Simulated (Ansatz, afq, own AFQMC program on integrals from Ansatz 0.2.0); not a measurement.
AFQMC on a folder of integrals that Ansatz 0.2.0 wrote.

```yaml
crystal:
  periodic: [false, false, false]
  atoms:
    - {symbol: Al, position_ang: [-0.005522, 0.079456, -0.118638]}
    - {symbol: H, position_ang: [-0.005522, -1.367366, -0.776987]}
    - {symbol: H, position_ang: [0.579498, -0.454852, 2.318827]}
    - {symbol: H, position_ang: [-0.426172, -0.304730, 1.633986]}
basis:
  gaussian: {orbitals: 6-31G}
magnetization: {spin_polarized: true, initial_magnetization: 2}
correlation: {method: ccsd_t, electrons: outside_noble_gas, hamiltonian_folder: ham}
```

```sh
$ ansatz run in.yaml --threads 1 --pin off --events-out ev --progress --plain --max-ram 16896MiB --backend cuda --devices 0, --max-vram 18GiB
```

Options of the walk:

```
--method phaseless --trial hf --walkers 4000 --populations 20 --least-time 40 --time-step 0.005 --steps-per-block 20 --equilibration-blocks 160 --max-blocks 4000 --target-error 0.00145 --factor-cut 1e-05 --start spin_pure --seed 7396 --taylor-order 6
```

Times are imaginary, in 1/Eh. The walk had a cap of 49 s. With eight or more populations the least sampling time is a fifth of least-time, and the error comes from their spread.

Log:

```
orbitals 14  electrons 4 2  factors 80 of 234
reference energy -243.46055253 Eh
CCSD correlation -0.05791303 Eh in 14 cycles, weight of the determinant in the CISD state 0.9022
energy of the start -243.461249 Eh
 block  time / (1/Eh)  mean weight  energy / Eh
     1     0.100  1.0001  -243.467763
     2     0.200  1.0001  -243.473321
     3     0.300  1.0003  -243.478115
     4     0.400  1.0004  -243.481981
     5     0.500  1.0002  -243.485654
     9     0.900  1.0002  -243.495758
    25     2.500  1.0001  -243.510553
    49     4.900  1.0000  -243.516119
    73     7.300  0.9999  -243.517785
    97     9.700  0.9999  -243.518416
   121    12.100  1.0000  -243.517672
   145    14.500  1.0000  -243.519587
   169    16.900  1.0000  -243.517791
   193    19.300  0.9999  -243.518499
   211    21.100  0.9999  -243.520842
   217    21.700  1.0001  -243.519169
   235    23.500  1.0000  -243.518832
error from the spread of 20 populations
energy -243.518710 +/- 0.000409 Eh
(rows thinned)
```

The run passed its tests (sampling time, drift between the halves within three errors, error under three times the target), which doesn't prove that it has relaxed. The second half of the sampling lies below the first by 2.1 errors of their difference, so the energy may still be moving and its error bar be too small.

Against this walk (error 11.1 meV) on the same determinant: CCSD(T) 27.2 meV lower, CCSDT(Q) 54.0 meV lower, CCSDTQ 54.2 meV lower, full CI 54.2 meV lower, a separate phaseless walk with a CISD trial and standard settings 40.0 ± 11.2 meV lower. The error is statistical and leaves out the bias of the constraint. Full CI is exact here, so the walk's 54 meV above it is the walk's own error: the bias of the constraint with this trial, or a walk that hasn't relaxed.

Cautions: constraint bias not in the error; lower spins were not checked; strong correlation (T1 0.051, weight of the determinant 0.90, largest double 0.05).

The walk took 21 s on 1 × NVIDIA H100 80GB HBM3 with 2 threads of AMD EPYC 7R13 Processor (Zen 3) (shared host) (the card was shared). The log's last line is the phaseless energy.

CCSDT and higher add their correlation energy to the determinant of the CCSD(T) run, since their own runs factorise the integrals more tightly (a shift of under 2 meV).
